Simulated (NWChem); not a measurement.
**One shape, several levels: CH3AlO (Al(CO)H3)**

Wanted: a comparison of 6 runs (HF/3-21G, HF/def2-SVP, B3LYP/6-31G*, CCSD(T)/3-21G, CCSD(T)/6-311G**) of CH3AlO (Al(CO)H3). 

The results are computed with NWChem 7.3.0.

## Step 1: The system as given

CH3AlO: 6 atoms, total charge 0, spin state singlet. As SMILES, `[H][Al]([H])([H])<-[C-]#[O+]`. The shape comes from GFN2-xTB, which is rough for such elements, and wasn't checked as a minimum.

Bond lengths: Al1–C2 2.094 Å, C2–O3 1.126 Å, Al1–H4 1.577 Å, Al1–H5 1.545 Å, Al1–H6 1.577 Å. Angles: Al1–C2–O3 141.2°, C2–Al1–H4 78.4°, C2–Al1–H5 133.6°, C2–Al1–H6 78.3°, H4–Al1–H5 118.1°, H4–Al1–H6 119.8°, H5–Al1–H6 118.1°.

## Step 2: Energy and gradient at HF/3-21G (run 1)

Input file ch3alo.nw:

```
start ch3alo
memory total 2200 mb

geometry noautosym nocenter noautoz
Al   -0.199510   -0.012510   -0.765670
C     0.178800    0.454460    1.239830
O     0.582630   -0.003390    2.185370
H     1.364860   -0.193790   -0.688020
H    -0.782320    0.784950   -1.953560
H    -1.144460   -1.029730   -0.017950
end

basis spherical bse
* library 3-21G
end

scf
thresh 1e-08
maxiter 80
noprint "final vectors analysis"
end

task scf gradient
```

Command:

```bash
$ nwchem ch3alo.nw > ch3alo.out
```

Standard output:

```text
[...]
  functions       =    37
[...]
  wavefunction    = RHF
[...]
         Total SCF energy =   -354.368308045782
      One-electron energy =   -651.203044952873
      Two-electron energy =    215.317490743508
 Nuclear repulsion energy =     81.517246163582
        Time for solution =      0.7s
[...]
                         RHF ENERGY GRADIENTS
    atom               coordinates                        gradient
                 x          y          z           x          y          z
   1 Al     -0.377019  -0.023640  -1.446906    0.002506   0.008130   0.019431
   2 C       0.337883   0.858805   2.342939   -0.007540  -0.000427  -0.028786
   3 O       1.101011  -0.006406   4.129750    0.002932  -0.011830  -0.003759
   4 H       2.579211  -0.366210  -1.300169   -0.009652   0.006911   0.004686
   5 H      -1.478370   1.483340  -3.691693    0.006868  -0.014537   0.007563
   6 H      -2.162716  -1.945908  -0.033921    0.004886   0.011754   0.000865
[...]
```

Wall time 1.6 s (1 thread of AMD EPYC 7B13 (Zen 3), shared host); peak memory 0.099 GiB.

## Step 3: Energy and gradient at HF/def2-SVP (run 2)

Input file mymol.nw:

```
start mymol
title "CH3AlO"
memory total 2200 mb

geometry units angstrom noautosym nocenter noautoz
  Al      -0.199510      -0.012510      -0.765670
  C        0.178800       0.454460       1.239830
  O        0.582630      -0.003390       2.185370
  H        1.364860      -0.193790      -0.688020
  H       -0.782320       0.784950      -1.953560
  H       -1.144460      -1.029730      -0.017950
end

basis "ao basis" spherical bse
  * library def2-SVP
end

scf
  thresh 1e-08
  maxiter 80
end

task scf gradient
```

Command:

```bash
$ nwchem mymol.nw > mymol.out
```

Standard output:

```text
[...]
  functions       =    61
[...]
  wavefunction    = RHF
[...]
         Total SCF energy =   -356.186627829591
      One-electron energy =   -653.726027780276
      Two-electron energy =    216.022153787103
 Nuclear repulsion energy =     81.517246163582
        Time for solution =      3.3s
[...]
                         RHF ENERGY GRADIENTS
    atom               coordinates                        gradient
                 x          y          z           x          y          z
   1 Al     -0.377019  -0.023640  -1.446906    0.001496   0.010674   0.018826
   2 C       0.337883   0.858805   2.342939   -0.028594   0.022848  -0.078848
   3 O       1.101011  -0.006406   4.129750    0.024747  -0.034979   0.049300
   4 H       2.579211  -0.366210  -1.300169   -0.004836   0.005417   0.004558
   5 H      -1.478370   1.483340  -3.691693    0.004851  -0.011764   0.003469
   6 H      -2.162716  -1.945908  -0.033921    0.002336   0.007804   0.002695
[...]
```

Wall time 5.4 s (1 thread of AMD EPYC 7B13 (Zen 3), shared host); peak memory 0.1 GiB.

Runs 3 to 4 aren't shown in full; the table further down has their settings and results.

## Step 4: A single-point energy at CCSD(T)/3-21G (run 5)

Input file geom.nw:

```
echo
start geom
title "Al(CO)H3"
memory total 2200 mb

geometry units angstroms noautosym nocenter noautoz
   Al      -0.199510      -0.012510      -0.765670
   C        0.178800       0.454460       1.239830
   O        0.582630      -0.003390       2.185370
   H        1.364860      -0.193790      -0.688020
   H       -0.782320       0.784950      -1.953560
   H       -1.144460      -1.029730      -0.017950
end

basis "ao basis" spherical bse
   Al library 3-21G
   C library 3-21G
   O library 3-21G
   H library 3-21G
end

scf
   thresh 1e-08
   maxiter 80
end

ccsd
   freeze core 7
   maxiter 60
end

task ccsd(t) energy
```

Command:

```bash
$ nwchem geom.nw > geom.out
```

Standard output:

```text
[...]
  functions       =    37
[...]
  wavefunction    = RHF
[...]
         Total SCF energy =   -354.368308045782
      One-electron energy =   -651.203044952873
      Two-electron energy =    215.317490743508
 Nuclear repulsion energy =     81.517246163582
        Time for solution =      0.7s
[...]
 Total MP2 energy:           -354.629127677667213
[...]
             energy      energy      error      ampl     ampl      Block
                                                time     time      time
[...]
 Total CCSD energy:           -354.641529774366688
[...]
 Total CCSD+T(CCSD) energy:           -354.654233946386569
[...]
 Total CCSD(T) energy:                -354.652186368197022
[...]
```

Run time: 5.7 s. Hardware: 1 thread of AMD EPYC 7B13 (Zen 3), shared host; peak memory 0.1 GiB.

## Step 5: The energy at CCSD(T)/6-311G(d,p) (run 6)

Input file mymol.nw:

```
start mymol
title "Al(CO)H3"
memory total 2200 mb

geometry noautosym nocenter noautoz
  Al      -0.199510      -0.012510      -0.765670
  C        0.178800       0.454460       1.239830
  O        0.582630      -0.003390       2.185370
  H        1.364860      -0.193790      -0.688020
  H       -0.782320       0.784950      -1.953560
  H       -1.144460      -1.029730      -0.017950
end

basis "ao basis" spherical bse
  * library 6-311G**
end

scf
  thresh 1e-08
  maxiter 80
  print low
end

ccsd
  freeze core 7
  maxiter 60
end

task ccsd(t) energy
```

Command:

```bash
$ nwchem mymol.nw > mymol.out
```

Standard output:

```text
[...]
  functions       =    80
[...]
  wavefunction    = RHF
[...]
         Total SCF energy =   -356.389267613416
      One-electron energy =   -654.097991849994
      Two-electron energy =    216.191478072995
 Nuclear repulsion energy =     81.517246163582
        Time for solution =      7.5s
[...]
 Total MP2 energy:           -356.788366719110286
[...]
             energy      energy      error      ampl     ampl      Block
                                                time     time      time
[...]
 Total CCSD energy:           -356.812968457821341
[...]
 Total CCSD+T(CCSD) energy:           -356.831088932026148
[...]
 Total CCSD(T) energy:                -356.829302031861403
[...]
```

Wall time 66 s (1 thread of AMD EPYC 7B13 (Zen 3), shared host); peak memory 0.18 GiB.

## Step 6: Overview of the runs

```csv
run,level,iteration cap,module,energy (Eh),largest force (eV/Å),wall time
1,HF/3-21G,80,scf,-354.368308,1.530,1.6 s
2,HF/def2-SVP,80,scf,-356.186628,4.470,5.4 s
3,B3LYP/6-31G* (spherical functions),100,dft,-357.515467,1.689,12 s
4,B3LYP/6-31G* (Cartesian functions),100,dft,-357.519047,1.678,13 s
5,CCSD(T)/3-21G,80,ccsd(t),-354.652186,–,5.7 s
6,CCSD(T)/6-311G**,80,ccsd(t),-356.829302,–,66 s
```

## Step 7: Results

| quantity | value |
| --- | --- |
| run 6: total energy | -356.82930 Eh |
| run 6: correlation energy (7 core orbitals frozen) | -440.0 mEh |
| run 6: (T) correction | -16.33 mEh |

Over runs 1, 2, 4 the dipole moment (its size) runs from 1.61 D (B3LYP/6-31G*) to 1.95 D (HF/3-21G). The two ends differ in method and basis. All runs together took 1.7 min, the longest 66 s.
